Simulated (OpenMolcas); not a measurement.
NClO (nitrosyl chloride): the vertical energy of the triplet above the singlet from total energies

The species is NClO (3 atoms), meant as a singlet with charge 0. As SMILES, `O=NCl`. Geometry: relaxed at PBE0-D4/def2-TZVP.

```
atom    x (Å)    y (Å)    z (Å)
   O   1.0001  -0.3383   0.5139
   N   0.0520  -0.5996  -0.0358
  Cl  -1.0521   0.9379  -0.4780
```

Both states at this one shape; open shells run unrestricted unless said. 1 Eh = 27.2114 eV.

```
        level     program  singlet NClO (Eh)  triplet NClO (Eh)
    HF/STO-3G  OpenMolcas        -582.058929        -582.032339
   PBE/STO-3G  OpenMolcas        -582.995801        -582.905550
r2SCAN/STO-3G  OpenMolcas        -583.277110        -583.192628
M06-2X/STO-3G  OpenMolcas        -583.321836        -583.248026
```

Q: Work out the vertical gap, second state less first, at each level.

A: 
1. HF/STO-3G: -582.032339 − (-582.058929) = 0.026590 Eh = 0.72 eV.
2. PBE/STO-3G: -582.905550 − (-582.995801) = 0.090251 Eh = 2.46 eV.
3. r2SCAN/STO-3G: -583.192628 − (-583.277110) = 0.084482 Eh = 2.30 eV.
4. M06-2X/STO-3G: -583.248026 − (-583.321836) = 0.073810 Eh = 2.01 eV.

No measured value is set beside it here; the levels span 0.72 to 2.46 eV. Hartree–Fock favours the state with fewer electron pairs, since it lacks pair correlation. Minimal sets are far from the basis-set limit. The second state is spin-contaminated at HF/STO-3G (⟨S²⟩ = 2.11).
